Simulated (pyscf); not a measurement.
This saddle point was located with ωB97X-D3(BJ)/def2-SVP in PySCF.

```
Al
N 1 1.9215
H 2 1.0184 1 122.45
H 2 1.0184 3 109.35 1 153.79
H 2 1.4071 3 115.35 4 131.93
H 5 1.0069 2 147.39 3 115.48
C 1 1.9572 5 115.83 6 -81.32
H 7 1.1034 1 112.42 5 -13.60
H 7 1.1036 8 107.21 1 -123.40
H 7 1.1049 8 107.16 9 -114.30
C 1 1.9573 5 115.81 6 81.35
H 11 1.1034 1 112.41 5 13.57
H 11 1.1036 12 107.21 1 123.40
H 11 1.1049 12 107.17 13 114.30
```
Charge 0, spin multiplicity 1.

Surface: singlet, charge 0. Lowest wavenumbers (cm⁻¹): 1277i, 91, 100, 150, 155.

**Question.** Name the species on either side of this saddle.

**Answer.** H₃C–AlH–CH₃ + NH₃ ⇌ H₃C–Al(CH₃)–NH₂ + H₂, a four-centre exchange read from left to right: Al–H, H–N broken and Al–N, H–H formed. At ωB97M-D3(BJ)/def2-TZVP it lies +1.4 kcal/mol from the left side and +20.4 kcal/mol from the right (each side as separated species at their lowest minima found). On the reactant side the descent ends in an adduct with a Al–N contact (not fully relaxed), 29.0 kcal/mol under the separated species and 29.2 kcal/mol under the saddle at ωB97X-D3(BJ)/def2-TZVP. What is counted as formed (Al–N) is already present as a longer contact in the reactant adduct; forming that adduct is a step of its own. At the saddle there is also a short Al–H contact that neither side keeps. One saddle was located; it need not be the lowest between these sides.
